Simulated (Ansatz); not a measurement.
A made-up structure of BSiNH$_{3}$, doublet:

```xyz
6
angstrom
B -0.8454 -0.2970 -0.3448
N 0.4086 0.2299 -0.5622
Si 0.0073 0.6966 1.0964
H -1.6474 -0.9278 -0.9509
H 1.0904 0.2095 -1.3063
H 1.4212 0.3424 -0.5132
```

It is relaxed with PBE-D4/def2-SVP and then PBE0-D4/def2-TZVP (Ansatz 0.2.0). Atoms count as bonded within 1.22 times the sum of their covalent radii (H–H: 0.88 Å). The end point is not checked to be a true minimum.

Question: Does its bonding change? (A judgement: the text doesn't fix the answer.)

Answer: Computed: Yes. Formed: none; broken: H5–H6.

Where it ends: The first stage lowers the energy by 4.18 eV in 11 steps. It ends as BSiNH₃ ([BH]1[NH2][Si]1):
B1  (-0.781, -0.268, -0.258)
N2  (0.641, 0.222, -0.579)
Si3  (-0.243, 1.015, 1.039)
H4  (-1.384, -1.073, -0.895)
H5  (0.788, 0.781, -1.412)
H6  (1.415, -0.424, -0.477)
(Å)

Labels in which every atom is bracketed show which atoms are joined, not bond orders.

For scale, one of the runs: PBE0-D4/def2-TZVP relaxation, 117 basis functions, launched by `ansatz run in.yaml --threads 2 --pin off --events-out ev --progress --plain --max-ram 4352MiB`. Hardware: 2 CPU threads of an Arm Neoverse V1, shared host. Wall time about 19 s.
